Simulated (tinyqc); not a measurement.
The basis set: RHF and MP2 along a ladder of basis sets, for BH3, spin multiplicity 1. Computed by the program tinyqc with PySCF. Same geometry throughout; the dipole is taken about the origin.

Geometry (angstrom):
```
atom        x        y       z
B      0.0000   0.0000  0.0250
H      1.1340   0.0000  0.0000
H     -0.5670   0.9820  0.0000
H     -0.5670  -0.9820  0.0000
```

RHF and frozen-core MP2 in a ladder of bases:
```
basis        functions  E(RHF) (hartree)  E(MP2 corr) (hartree)  HOMO (eV)  LUMO (eV)  dipole (debye)
sto-3g               8        -26.069166              -0.033257   -13.0277     6.4152          0.0791
3-21g               15        -26.232545              -0.053693   -13.8417     2.1821          0.0748
6-31g               15        -26.372376              -0.053324   -13.7466     2.4170          0.0727
6-31g**             29        -26.387892              -0.093089   -13.7563     2.4980          0.0717
cc-pvdz             29        -26.384100              -0.091185   -13.7610     1.9694          0.0657
aug-cc-pvdz         50        -26.385012              -0.094653   -13.7859     0.9092          0.0625
cc-pvtz             72        -26.395602              -0.113567   -13.8316     1.6898          0.0640
```

What does the comparison show, and why?

From cc-pVDZ to cc-pVTZ the RHF energy falls by 11.5 mhartree and the correlation energy by 22.4. If valence correlation converges as X^-3, (27 E(T) - 8 E(D))/19 gives -0.1230 hartree, a rough estimate from such small X that usually falls short; STO-3G holds about 27 % of it. Beyond STO-3G the LUMO moves by 1.6 eV and the HOMO by 0.1 eV.
